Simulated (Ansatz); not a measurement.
**BH4 (doublet): wave-function methods side by side, aug-cc-pVDZ**

An exercise on one series of results from a longer session: the logs are not shown, and one member is left open.

Method: aug-cc-pVDZ, core rule «outside noble gas», up to 1 orbitals frozen; program: Ansatz 0.2.0, Gaussian basis.

Plan: UHF; CCSD(T) on ROHF; CCSD(T) on UHF; BCCD(T) on ROHF; CISD; CCSDT(Q) on ROHF; CCSDT(Q) on UHF; CASSCF and MRCISD+Q, 7 electrons in 8 orbitals; CASSCF and NEVPT2, 7 electrons in 8 orbitals.

8 further runs of the same task are left out: 2 for a known fault of the program, 6 set aside as unsound or not needed.

### What is computed

The geometry is a PBE0/def2-TZVP stationary point (not a proven minimum) of the parent state, kept for this charge and spin.

5 atoms, charge 0, spin multiplicity 2.

Atoms are counted from 1 here; the program's logs count them from 0.

Bond lengths: B1–H2 1.256 Å, B1–H3 1.256 Å, B1–H4 1.256 Å, B1–H5 1.256 Å. Angles: H2–B1–H3 65.3°, H2–B1–H4 135.2°, H2–B1–H5 135.2°, H3–B1–H4 135.2°, H3–B1–H5 135.2°, H4–B1–H5 65.3°.

The first run:

Contents of in.yaml:

```yaml
crystal:
  periodic: [false, false, false]
  atoms:
    - {symbol: B, position_ang: [0.000000, 0.000000, 0.000000]}
    - {symbol: H, position_ang: [0.472475, 0.486295, 1.057304]}
    - {symbol: H, position_ang: [-0.485791, -0.470884, 1.058245]}
    - {symbol: H, position_ang: [-0.471913, 0.471402, -1.064277]}
    - {symbol: H, position_ang: [0.485229, -0.486813, -1.051272]}
basis:
  gaussian: {orbitals: aug-cc-pVDZ}
magnetization: {spin_polarized: true, initial_magnetization: 1}
hamiltonian: {xc: hf}
output: {orbitals: {seedname: orbitals}}
```

On the command line:

```sh
$ ansatz run in.yaml --threads 1 --pin off --events-out ev --progress --plain --max-ram 3328MiB --backend cpu
```

Steps of the session up to this table: UHF; CCSD(T) on ROHF; CCSD(T) on UHF; BCCD(T) on ROHF; CISD; CCSDT(Q) on ROHF; CCSDT(Q) on UHF; CASSCF and MRCISD+Q, 7 electrons in 8 orbitals; CASSCF and NEVPT2, 7 electrons in 8 orbitals.

One of the session's tables, all rows but one given; the rest of the session is left out.

```
          method  from UCCSDT(Q) (kcal/mol)
            ROHF                     +98.50
             UHF                     +95.76
            RMP2                     +19.92
            UMP2                     +20.25
            CISD                      +6.93
           RCCSD                      +2.91
           UCCSD                      +2.85
        RCCSD(T)                      +0.54
        UCCSD(T)                      +0.55
         BCCD(T)                      +0.55
          RCCSDT                      +0.08
          UCCSDT                      +0.07
       RCCSDT(Q)                      +0.01
       UCCSDT(Q)                          0
  CASSCF valence                     +57.89
  NEVPT2 valence                          ?
  MRCISD valence                      +2.92
MRCISD+Q valence                      +0.50
```

**Question.** Estimate the row for NEVPT2 valence.

**Answer.** from UCCSDT(Q) (kcal/mol): +15.62. In the column «from UCCSDT(Q) (kcal/mol)» it lies between CISD (+6.93) and RMP2 (+19.92).

Limits of these values: Restricted and unrestricted rows rest on different reference determinants; where their highest levels disagree by more than a few hundredths of an eV, they describe different states and don't form one ladder.
